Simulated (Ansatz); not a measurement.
An input meant for Li3H4⁻ (charge -1, singlet).

```yaml
crystal:
  periodic: [false, false, false]
  atoms:
    - {symbol: Li, position_ang: [1.260610, 0.584894, -2.208913]}
    - {symbol: Li, position_ang: [0.163849, -0.845746, 0.237288]}
    - {symbol: Li, position_ang: [0.163849, -0.845746, 0.237288]}
    - {symbol: H, position_ang: [-0.180166, -2.402280, 1.607877]}
    - {symbol: H, position_ang: [-0.682135, 0.566588, 0.702275]}
    - {symbol: H, position_ang: [-0.575124, -1.825995, 1.885458]}
    - {symbol: H, position_ang: [0.453040, 2.051614, -1.838408]}
basis:
  gaussian: {orbitals: 6-31G}
total_charge: -1
hamiltonian: {xc: {name: wPBEh}}
```

```sh
$ ansatz run in.yaml --threads 4 --pin off --events-out ev --progress --plain --max-ram 3916MiB
```

Problem. Predict how Ansatz answers.

Solution. The program refused the input. One atom was put on top of another.
```
Error: two nuclei lie on one point
```
